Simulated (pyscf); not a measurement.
HO–Zn–OH + H₃C–OH -> H₂O + H₃C–O–Zn–OH, a four-centre exchange (singlet surface; O–Zn, H–O broken, H–O, O–Zn formed). PySCF, gas phase, ωB97X-D3(BJ)/def2-SVP geometries. Energies in kcal/mol from the separated reactants.

GFN2-xTB: tblite. 

In single points GFN2-xTB puts the saddle at -7.2 kcal/mol and the reaction energy at +4.1 kcal/mol. Should these be trusted to within a few kcal/mol? Compare with ωB97M-D3(BJ)/def2-TZVP.

ωB97M-D3(BJ)/def2-TZVP gives ΔE‡ = -4.6 kcal/mol and ΔE = +2.6 kcal/mol. GFN2-xTB lies 2.6 kcal/mol under it in the barrier and 1.4 kcal/mol over it in the reaction energy, so on this step it holds to within 3.0 kcal/mol. ωB97M-D3(BJ)/def2-TZVP has limits of its own. On the reactant side the descent ends in an adduct with a O–Zn contact, 15.1 kcal/mol under the separated species and 9.5 kcal/mol under the saddle at ωB97X-D3(BJ)/def2-TZVP. On the product side the descent ends in an adduct with a O–Zn contact, 15.1 kcal/mol under the separated species and 7.3 kcal/mol under the saddle at ωB97X-D3(BJ)/def2-TZVP. At ωB97M-D3(BJ) the saddle lies under the separated reactants, which points to a path from their complex (located at ωB97X-D3(BJ) alone). At ωB97M-D3(BJ) the saddle lies under the separated products, which points to a path from their complex (located at ωB97X-D3(BJ) alone), and parting the products costs more than the saddle. What is counted as formed (O–Zn) is already present as a longer contact in the reactant adduct; forming that adduct is a step of its own. What is counted as broken (O–Zn) persists as a longer contact in the product adduct; parting that adduct is a step of its own. This is the saddle that the search found; another between the same sides may lie lower. In the def2 sets elements up to Kr have no core potential.
